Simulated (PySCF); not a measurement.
**A diatomic session: AlH**

The task here is to estimate one member of a computed series from the others.

The runs use PySCF 2.14.0; Al x2c-SVPall, H x2c-SVPall, spin-free X2C with a Gaussian nucleus.

Set-up of the first run:

The job is set up so:

```
atoms                         : Al, H
charge                        : 0
basis                         : Al x2c-SVPall, H x2c-SVPall
Hamiltonian                   : spin-free X2C with a Gaussian nucleus
basis functions               : 23
electrons treated             : 14
masses in u                   : 26.9815, 1.0078
levels                        : PBE0, PBE, r²SCAN, PBEsol, MN15, BLYP, HF, MP2, SCS-MP2, CCSD, CCSD(T)
grid                          : 80 radial by 434 angular points
occupations                   : held fixed by the projection of orbital angular momentum
dissociation limit            : Al + H, each in its ground configuration
starting distance in angstrom : 1.515
values of 2S to try           : 0, 2
```

Started as:

```console
$ OMP_NUM_THREADS=1 python dia.py task.json out
```

Steps of the session up to this table: Set-up; PBE0 along the bond; Other states along the same grid; PBE (GGA); r²SCAN; PBEsol (GGA); MN15 (hybrid meta-GGA); BLYP; RHF; MP2 and coupled cluster.

One table of the session follows, with a row left open; its other results are not shown here.

Energy (eV) from each level's lowest point:

```
R (Å)    RHF  RHF-MP2  RHF-SCS-MP2  RHF-CCSD  RHF-CCSD(T)
1.435  0.327    0.314        0.313       n/a          n/a
1.502  0.137    0.129        0.128     0.131        0.132
1.569  0.034    0.030        0.030     0.031        0.032
1.619      ?        ?            ?         ?            ?
1.669  0.000    0.001        0.001     0.000        0.000
1.719  0.024    0.026        0.026     0.024        0.023
1.786  0.087    0.091        0.091     0.085        0.084
1.869  0.205    0.210        0.209     0.198        0.196
1.969  0.385    0.391        0.389     0.369        0.365
2.103  0.666    0.671        0.666       n/a          n/a
```

**Question.** Estimate the row for R (Å) = 1.619.

Worked estimate for «RHF». A straight line through the neighbours (1.569, 0.034) and (1.669, 0.000) gives 0.034 + (0.000 − 0.034) × (1.619 − 1.569) / (1.669 − 1.569) = 0.017; a parabola fitted to 4 rows on both sides gives 0.001.

The run gave: RHF: 0.001; RHF-MP2: 0.000; RHF-SCS-MP2: 0.000; RHF-CCSD: 0.001; RHF-CCSD(T): 0.001. In «RHF» the line misses by +0.016 and the parabola by 0.000.

Limits of these values: Lowest PBE0 solution found, without spin–orbit coupling: ¹Σ⁺ (singlet), closed shell. Warnings in the runs' records: inverted.
